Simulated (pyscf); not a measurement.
PySCF, gas phase, ωB97X-D3(BJ)/def2-SVP geometries.

### Question
PBE/def2-TZVP puts the barrier of `[SiH2][PH2]` [doublet] → `[SiH]=[PH]` [doublet] + `[H][H]` (elimination; doublet surface; H–P, H–Si broken, H–H formed) at 65.9 kcal/mol and the reaction energy at +32.3 kcal/mol, from the reactant's lowest minimum found. What do PBE0-D3(BJ)/def2-TZVP, M06-2X/def2-TZVP, ωB97M-D3(BJ)/def2-TZVP give on the same structures?

### Answer
PBE0-D3(BJ): ΔE‡ = 69.9 kcal/mol, ΔE = +37.3 kcal/mol; M06-2X: ΔE‡ = 70.8 kcal/mol, ΔE = +34.1 kcal/mol; ωB97M-D3(BJ): ΔE‡ = 68.7 kcal/mol, ΔE = +36.1 kcal/mol. PBE's barrier lies under all of them, by 2.8 to 4.9 kcal/mol. Its reaction energy lies under all of them, by 1.8 to 5.0 kcal/mol. The same reactants have a lower exit, to H₃Si–PH• (barrier +25.9 kcal/mol at ωB97M-D3(BJ), against +68.7 kcal/mol here). •H₂Si–PH₂ lies 7.2 kcal/mol over its isomer H₃Si–PH•, and others may lie lower still (electronic energy, ωB97M-D3(BJ)). [HSi=PH]• lies 5.2 kcal/mol over its isomer H₂Si=P•, and others may lie lower still (electronic energy, ωB97M-D3(BJ)). This is the saddle that the search found; another between the same sides may lie lower.
